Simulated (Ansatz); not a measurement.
A run of Ansatz (development build ahead of 0.2.0) on singlet SO₂ at this shape:

```yaml
atoms:
  - { symbol: S, position_ang: [0.0000, 0.0000, 0.3703] }
  - { symbol: O, position_ang: [0.0000, 2.5552, -1.1108] }
  - { symbol: O, position_ang: [0.0000, -1.2776, -0.3703] }
```

Its results:

| Property | Result |
| --- | --- |
| Converged | yes |
| Total energy | -548.46926 hartree |
| Spin squared of the determinant | 1.937 |
| Stability test | minimum |

Q: Which input gives this output? Name the method, the orbitals and the basis set, and write the input.

A: ωB97X (unrestricted) in pcseg-2.

```yaml
crystal:
  periodic: [false, false, false]
  atoms:
    - { symbol: S, position_ang: [0.0, 0.0, 0.37027] }
    - { symbol: O, position_ang: [0.0, 2.55523, -1.1108] }
    - { symbol: O, position_ang: [0.0, -1.27762, -0.37027] }
basis:
  gaussian: { orbitals: pcseg-2 }
magnetization:
  spin_polarized: true
hamiltonian:
  xc: { name: wB97X }
```

Caution: the unrestricted determinant is a mixture of spin states.
